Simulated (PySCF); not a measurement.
Species: C₃H₄F₃ (doublet state).
Cartesian coordinates in Å at the GFN2-xTB level; atoms count from 1:
```
atom  x, y, z in Å
C1    -1.4194    0.0788    0.0239
C2    -0.0490    0.6091    0.1483
C3     0.9949   -0.4675   -0.1031
F4     0.8832   -1.0176   -1.3198
F5     2.2440    0.0215   -0.0194
F6     0.9211   -1.4714    0.7809
H7    -2.2268    0.5665    0.5294
H8    -1.6220   -0.7535   -0.6196
H9     0.1519    1.4077   -0.5845
H10    0.1309    1.0309    1.1416
```

The hyperfine couplings belong to this conformer and change with its torsions.

The species is `[CH2]CC(F)(F)F` [radical].

Level of theory: UKS B3LYP, pcH-1 on C F H, non-relativistic, mean-field spin-orbit, GIAO in PySCF 2.14.0. The structure is a single GFN2-xTB conformer in the gas phase; no vibrational or solvent corrections. A GFN2-xTB geometry isn't a minimum of the functional, and hyperfine couplings can be far from their values at a DFT geometry. Stability of the SCF solution: not tested.

What is the g tensor, term by term?

```json
{"Δg (ppm)": "relativistic mass correction", "1": "-137", "2": "-137", "3": "-137"}
{"Δg (ppm)": "gauge correction", "1": "6", "2": "36", "3": "19"}
{"Δg (ppm)": "orbital Zeeman/spin–orbit", "1": "90", "2": "604", "3": "834"}
{"Δg (ppm)": "total", "1": "-40", "2": "503", "3": "716"}
```

So g = 2.00228, 2.00282, 2.00304 and g_iso = 2.00271; the tensor is rhombic: the two nearest values differ by 28 % of g3 − g1. 

At 9.382 GHz, how far is the centre of the isotropic spectrum from where a free electron (g = 2.002319) resonates?

B = hν/(g μB) with μB/h = 13.99624 MHz/mT gives 334.77 mT for the free electron and 334.71 mT at g_iso, 0.07 mT lower.

What effective moment and Curie constant follow for a powder?

With the mean of g² = 4.0109 and S(S+1) = 0.75: μ_eff = √(⟨g²⟩S(S+1)) = 1.734 μB and χT = 0.12505·⟨g²⟩·S(S+1) = 0.376 cm³ K/mol (cgs; spin-Hamiltonian part alone).

In a frozen sample, at which fields do the three g values resonate at 9.5, 34, 94 and 263 GHz (hyperfine left aside), and which band first spreads them over more than twice a line width of 0.5 mT?

| band | GHz | B(g3) mT | B(g2) mT | B(g1) mT | spread mT |
| --- | --- | --- | --- | --- | --- |
| X | 9.5 | 338.86 | 338.90 | 338.99 | 0.13 |
| Q | 34.0 | 1212.77 | 1212.90 | 1213.23 | 0.46 |
| W | 94.0 | 3352.95 | 3353.31 | 3354.22 | 1.27 |
| J | 263.0 | 9381.14 | 9382.14 | 9384.68 | 3.55 |

The spread grows in proportion to the frequency. W band is the first where it exceeds 1.0 mT.

The largest Mulliken spin populations are on C1 (+1.09), C2 (-0.09) and H9 (+0.06). C1 is the only atom above +0.15. The angles at C1 add up to 359.9°, so it is planar; its axial dipolar tensor and the negative couplings of its protons fit spin in a p orbital normal to that plane.

The HOMO–LUMO gaps are 7.58 eV among the α and 8.19 eV among the β orbitals.
